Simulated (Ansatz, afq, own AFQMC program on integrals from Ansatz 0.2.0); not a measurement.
Integrals from Ansatz 0.2.0, then the random walk in our own AFQMC program (afq).

```yaml
crystal:
  periodic: [false, false, false]
  atoms:
    - {symbol: Br, position_ang: [0.000000, 0.000000, 0.000000]}
    - {symbol: H, position_ang: [0.000000, 0.000000, 1.715000]}
basis:
  gaussian: {orbitals: cc-pVDZ}
magnetization: {spin_polarized: false}
correlation: {method: ccsd_t, electrons: outside_noble_gas, hamiltonian_folder: ham}
```

```sh
$ ansatz run in.yaml --threads 1 --pin off --events-out ev --progress --plain --max-ram 24576MiB --backend cuda --devices 0, --max-vram 18GiB
```

afq runs on the folder ham with

```
--method free --trial cid --walkers 50 --time-step 0.08 --max-blocks 60 --target-error 0.00068 --factor-cut 1e-05 --seed 1591 --times 0.0,0.48,0.96,2.0,3.04,4.0 --taylor-order 8
```

Times are imaginary, in 1/Eh. The walk had a cap of 60 s. Filled inner d shells are frozen with the cores.

afq prints:

```
orbitals 18  electrons 4 4  factors 116 of 363
reference energy -2572.93943236 Eh
CCSD correlation -0.14603402 Eh in 8 cycles, weight of the determinant in the CISD state 0.9240
repeat  energy at the last time / Eh  error
    10  -2573.088281  0.000810
    20  -2573.089036  0.000493
    30  -2573.088798  0.000385
time / (1/Eh)  energy / Eh  error  mean overlap
  0.00  -2573.085756  0.000176  1.0821
  0.48  -2573.087677  0.000218  1.0974
  0.96  -2573.088325  0.000228  1.1081
  2.00  -2573.088726  0.000222  1.1043
  3.04  -2573.088279  0.000288  1.1335
  4.00  -2573.088765  0.000374  1.0909
energy -2573.088765 +/- 0.000374 Eh
```

The run passed its tests (error under three times the target), which doesn't prove that it has relaxed.

Against this walk (error 10.2 meV) on the same determinant: CCSD(T) 21.8 meV higher, CCSDT(Q) 5.9 meV higher (within the noise), CCSDTQ 5.4 meV higher (within the noise), full CI 5.2 meV higher (within the noise). The error is statistical, and a free projection of finite length keeps a remainder of its start.

Cautions: remainder of the start not in the error; no relativity below Rb; no spin-orbit coupling; inner d shell frozen; the time-step error isn't removed.

The walk took 2.1 s on 1 × NVIDIA H100 80GB HBM3 with 2 threads of AMD EPYC 7R13 Processor (Zen 3), on a shared host (the card was shared). The log's last line is the free-projection energy.

CCSDT and higher add their correlation energy to the determinant of the CCSD(T) run, since their own runs factorise the integrals more tightly (a shift of under 2 meV). A walk keeps the symmetry of its determinant, which the program's search chose and which needn't be the lowest solution, so a lower state of the same spin and another symmetry isn't excluded.
